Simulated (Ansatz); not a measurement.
**Worked example: GeP⁺, quintet against GeP⁺, triplet**

Geometry (PBE0/def2-TZVP stationary point of a triplet), kept for both states (GeP⁺, triplet: Σ⁻; GeP⁺, quintet: Π):

```json
{"atom": "Ge", "x (Å)": "0.0000", "y (Å)": "0.0000", "z (Å)": "0.0000"}
{"atom": "P", "x (Å)": "0.0000", "y (Å)": "0.0000", "z (Å)": "2.3035"}
```

Basis cc-pVDZ; Ansatz 0.2.0. Only valence electrons are correlated (noble-gas cores and the filled d shells of p-block atoms frozen). R marks a restricted (for open shells ROHF) determinant, U an unrestricted one. No spin–orbit coupling is included, and no scalar relativity.

Full CI isn't at hand for all of this; UCCSDT(Q) serves as the reference, and is uncertain by about the last step of the cluster series.

| level | E(GeP⁺, triplet) (hartree) | E(GeP⁺, quintet) (hartree) |
| --- | --- | --- |
| UHF | -2415.767143 | -2415.723350 |
| UMP2 | -2415.890393 | -2415.832363 |
| UCCSD(T) | -2415.929808 | -2415.867030 |
| PBE | -2417.489224 | -2417.414862 |
| B3LYP | -2418.022666 | -2417.946518 |
| UCCSDT(Q) | -2415.931716 | -2415.868353 |

Give the vertical gap, GeP⁺ quintet less GeP⁺ triplet, at each level in eV (1 hartree = 27.2114 eV), and each error against UCCSDT(Q).

UCCSDT(Q): (-2415.868353 − (-2415.931716)) × 27.2114 = 1.724 eV (the reference)
B3LYP: (-2417.946518 − (-2418.022666)) × 27.2114 = 2.072 eV, error 0.348 eV
PBE: (-2417.414862 − (-2417.489224)) × 27.2114 = 2.023 eV, error 0.299 eV
UCCSD(T): (-2415.867030 − (-2415.929808)) × 27.2114 = 1.708 eV, error -0.016 eV
UMP2: (-2415.832363 − (-2415.890393)) × 27.2114 = 1.579 eV, error -0.145 eV
UHF: (-2415.723350 − (-2415.767143)) × 27.2114 = 1.192 eV, error -0.532 eV

Total energies of functionals can't be set beside those of wave-function methods, since they hold the core's correlation and their own absolute errors; only the differences compare.

In so small a basis the reference is far from its limit while semilocal and hybrid functionals are nearer theirs, so the functionals' errors here hold much of the reference's basis and frozen-core error, which can add to them or hide them.

Each level lands on the state that its own search finds. T1 diagnostics of restricted CCSD: 0.029 and 0.024.
